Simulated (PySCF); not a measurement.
The vertical singlet excitations below were computed for one of the candidates. Computed with PySCF 2.14.0, density-fitted response routines, TDDFT PBE0/def2-SVPD, vertical, gas phase, core orbitals frozen in the response. Geometries: GFN2-xTB, one conformer each.

| state | λ (nm) | f |
| --- | --- | --- |
| S1 | 232.6 | 0.0056 |
| S2 | 194.0 | 0.0011 |
| S3 | 185.8 | 0.013 |
| S4 | 182.6 | 0.0050 |
| S5 | 178.1 | 0.018 |
| S6 | 172.1 | 0.0027 |
| S7 | 169.3 | 0.0036 |
| S8 | 165.4 | 0.026 |

Orbital energies (eV): HOMO-3 -8.95, HOMO-2 -8.23, HOMO-1 -7.95, HOMO -7.37, LUMO -0.16, LUMO+1 0.61, LUMO+2 1.13.

Question: Which structure fits? All have the formula C5H7N.
A. `C=CC[C@@H]1C=N1`
B. `C=CCCC#N`
C. `[H]/N=C(\C)CC#C`
D. `C=C1C=C1CN`

Answer: C. Its S1 lies at 5.33 eV; the nearest of the others has S1 at 4.91 eV. S1 is HOMO→LUMO (91%). Löwdin shares by element: HOMO nitrogen 48%, carbon 27% or more (atoms not listed hold the other 25%); LUMO carbon 43% or more, nitrogen 31% (atoms not listed hold the other 26%). At the same level the other candidates give, for their lowest levels:
- `C=CC[C@@H]1C=N1`: 253 nm (f 0.000); 211 nm (f 0.005); 183 nm (f 0.022); 175 nm (f 0.020); 170 nm (f 0.268); T1 4.15 eV; HOMO -7.54, LUMO -0.71 eV
- `C=CCCC#N`: 172 nm (f 0.032); 167 nm (f 0.301); 159 nm (f 0.118); 158 nm (f 0.009); 156 nm (f 0.010); T1 4.47 eV; HOMO -7.94, LUMO -0.14 eV
- `C=C1C=C1CN`: 272 nm (f 0.024); 228 nm (f 0.001); 222 nm (f 0.000); 203 nm (f 0.026); 193 nm (f 0.023); T1 3.45 eV; HOMO -5.98, LUMO -0.30 eV

Shape of the structure used: `[H]/[N:6]=[C:4](/[CH2:3][C:2]#[CH:1])[CH3:5]`: C2–C3–C4–C5 -59°.
Triplets come from the Tamm–Dancoff approximation.
